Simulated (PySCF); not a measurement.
Method: r2SCAN-D4/def2-TZVP in PySCF 2.14.0. Isolated molecules, 0 K electronic values unless said otherwise. Excitations are Tamm–Dancoff values on a coarser integration grid. The basis has no diffuse functions, so Rydberg states are missing or too high.

Reference species (SMILES): `C=O` (neutral, multiplicity 1).

```yaml
S1 oscillator strength: 0.000
T1 excitation (TDA): 3.55 eV
S1 excitation (TDA): 4.36 eV
```

Changed species: `C=S`.

Task: Give the shifts of the S1 oscillator strength, T1 excitation (TDA) and S1 excitation (TDA).

Result: the S1 oscillator strength is nearly the same; the T1 excitation (TDA) drops by 1.78 eV, to 1.77 eV; the S1 excitation (TDA) falls by 1.91 eV, to 2.45 eV.
